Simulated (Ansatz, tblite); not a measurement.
# The cluster KF₂−: charged states by level of theory

An exercise on one series of results from a longer session: the logs are not shown, and one member is left open.

The runs use Ansatz 0.2.0, Gaussian basis; as each input shows.

Levels to be run: charge 0 doublet, at the geometry of the singlet (PBE0-D4/def2-TZVPD, PBE-D4/def2-TZVPD, r2SCAN-D4/def2-TZVPD, CCSD(T)/def2-TZVPPD); the starting singlet's energies come from earlier runs.

## The structure

The geometry is that of the singlet, from an earlier relaxation (PBE-D4/def2-TZVPD). At that level it is the lowest of the isomers that a small search found.

3 atoms, charge -1, spin multiplicity 1.

Atoms are counted from 1 here; the program's logs count them from 0.

Bond lengths: K1–F2 2.402 Å, K1–F3 2.403 Å. Angles: F2–K1–F3 179.7°.

The ion is computed in the gas phase, without counter-ions or solvent.

The first run:

in.yaml

```yaml
crystal:
  periodic: [false, false, false]
  atoms:
    - {symbol: K, position_ang: [-0.002796, -0.000210, 0.002614]}
    - {symbol: F, position_ang: [1.546386, -0.209928, 1.826245]}
    - {symbol: F, position_ang: [-1.543590, 0.210138, -1.828859]}
basis:
  gaussian: {orbitals: def2-TZVPD}
magnetization: {spin_polarized: true, initial_magnetization: 1}
hamiltonian: {xc: pbe0, dispersion: d4}
output: {orbitals: {seedname: orbitals}}
```

On the command line:

```bash
> ansatz run in.yaml --threads 4 --pin off --events-out ev --progress --plain --max-ram 3916MiB
```

Steps of the session up to this table: Charge 0 doublet at the fixed geometry, PBE0-D4/def2-TZVPD; Charge 0 doublet at the fixed geometry, PBE-D4/def2-TZVPD; Charge 0 doublet at the fixed geometry, r2SCAN-D4/def2-TZVPD; Charge 0 doublet at the fixed geometry, CCSD(T)/def2-TZVPPD.

One table of the session follows, with a row left open; its other results are not shown here.

It belongs to the step «Vertical ionisation energy». 

```
              method  vertical ionisation energy (eV)
      HF/def2-TZVPPD                             3.69
   PBE-D4/def2-TZVPD                             4.03
r2SCAN-D4/def2-TZVPD                             4.07
  PBE0-D4/def2-TZVPD                                ?
     MP2/def2-TZVPPD                             6.01
    CCSD/def2-TZVPPD                             5.56
 CCSD(T)/def2-TZVPPD                             5.70
```

Estimate the missing values for PBE0-D4/def2-TZVPD.

As computed: vertical ionisation energy (eV): 4.53. In the column «vertical ionisation energy (eV)» it lies between r2SCAN-D4/def2-TZVPD (4.07) and CCSD/def2-TZVPPD (5.56).
